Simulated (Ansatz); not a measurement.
Ideal-gas functions of BFO (`O=BF`) at 400 K and 1 bar, from an Ansatz frequency run at PBE0-D4/def2-TZVP.

Molar mass 45.81 g/mol, point group C∞v (symmetry number 1), electronic degeneracy 1, moments of inertia 53.939 u Å². Harmonic wavenumbers (cm⁻¹, unscaled): 515, 515, 1033, 2150.

Use S(trans) = R[1.5 ln M + 2.5 ln T − 1.1517]; rotational temperatures θ = 24.2544 K / I; S(rot) = R[ln(T/σθ) + 1]; for each mode x = 1.438777 ν̃/T, S = R[x/(eˣ − 1) − ln(1 − e⁻ˣ)] and H = RT x/(eˣ − 1); 1 cm⁻¹ = 0.0119627 kJ/mol; R = 8.31446 J/(mol·K).

Question: By hand: the entropy, in J/(mol·K).

Answer: Translation 162.7. Rotation: θ = 0.4497 K, giving 64.8. Vibration, mode by mode: 4.28, 4.28, 0.98, 0.03, in all 9.6. Electronic 0.0. Sum 237.1 J/(mol·K).

Question: By hand: H − E and G − E in kJ/mol, counted from the electronic energy.

Answer: Zero-point energy ½ × 4213 × 0.0119627 = 25.2; thermal vibration 2.6; translation, rotation and pV give 3.5 RT = 11.6. H − E = 39.4 kJ/mol, and G − E = 39.4 − 400 × 237.1/1000 = -55.4 kJ/mol.

Vibration gives 4 % of the entropy.
